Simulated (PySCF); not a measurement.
Work out the structure from these simulated measurements.

Elements present: C and Si. Monoisotopic mass: 51.9769 u; singlet state.

- Valence photoelectron: vertical ionisation energy: 9.93 eV [ΔSCF B3LYP/def2-SVPD]
- Polarisability: 44.1 au [B3LYP/def2-SVPD]
- UV, first state: lowest singlet excitation: 2.70 eV (459 nm, f = 0.019) [TDDFT B3LYP/def2-SVPD]
- 13C NMR: chemical shifts (computed TMS as zero) by class: 460.9 (2 C) ppm [GIAO HF/pcSseg-2]
- Dipole: 2.42 D [B3LYP/def2-SVPD]
- Rotational structure: rotational constants A, B, C: 52.150, 13.026, 10.423 GHz [PBE0-D3(BJ)/def2-SVP]

The electronic properties come from PySCF, for the isolated species, density fitting. Levels stand in brackets. Isolated species at its PBE0-D3(BJ)/def2-SVP geometry, gas phase. Each NMR value is the plain mean over a class of atoms that symmetry, rotation or inversion makes alike.

**Question.** Which formula fits the mass and the elements?

**Answer.** C2Si (calculated 51.9769). No other formula that holds each of these elements comes within 0.0003 u with a fitting electron parity and a possible valence count.

**Question.** Give a SMILES that accounts for the data.

**Answer.** Numbering: `[C:1]1#[C:2][Si:3]1`. 2 carbons fall into 1 class: alkyne carbon [C1/C2] (460.9 ppm, 2 C). S1 is mainly HOMO→LUMO (weight 0.96); the largest Löwdin shares of the orbital it empties are 0.40 on an alkyne carbon, 0.39 on an alkyne carbon and 0.21 on the silicon bonded to 2 C, of the orbital it fills 0.48 on the silicon bonded to 2 C and 0.26 on each of 2 atoms of one kind (alkyne carbon). The optimised geometry has point group C2v and is an asymmetric top. Structure: silacyclopropynylidene, `[Si]1C#C1` [singlet]. The assignments are read from this structure; whether some other isomer fits the data as well wasn't checked.
